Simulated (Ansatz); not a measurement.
Program: Ansatz. Geometries: PBE0-D4/def2-TZVP. ΔE: electronic, gas phase. CCSD(T)/CBS adds triple-zeta CCSD(T) − MP2 to the extrapolated MP2 energy (def2 sets, frozen cores). This one scheme is used for every species. DFT in def2-TZVPP. One conformer a species, not always the lowest.

Consider the substitution at a C–Al bond: `F[CH2][AlH2]` + `NCF` → `FCNCF` + `[AlH3]`.

| level | ΔE (kJ/mol) |
| --- | --- |
| PBE-D4 | 11.1 |
| ωB97M-V | 9.6 |
| PBE0 | 10.1 |
| HF/def2-TZVPP | 1.2 |
| SCS-MP2/def2-TZVPP | 6.0 |
| CCSD/def2-TZVPP | 6.6 |
| MP2/CBS(def2) | 12.2 |
| CCSD/CBS(def2) | 12.0 |

What does CCSD(T)/CBS give? (An estimate is asked.)

Ansatz gave: +11.6 kJ/mol. The listed levels differ from it by -0.5, -2.0, -1.5, -10.4, -5.6, -5.0, 0.6, 0.4 kJ/mol.

Largest T1 diagnostic among the species: 0.011.

In def2-TZVPP, CCSD(T) changes the Hartree–Fock value by +5.1 kJ/mol (the triples alone add −0.4 kJ/mol) and MP2 by +5.6 kJ/mol. The D4 term adds −3.2 kJ/mol with B3LYP and −1.8 kJ/mol with PBE0; it sums over pairs of atoms, weighted by their polarisabilities, and B3LYP, whose exchange is more repulsive, gets the larger term.

B3LYP here is the variant with VWN-RPA as its local correlation; programs differ in this.
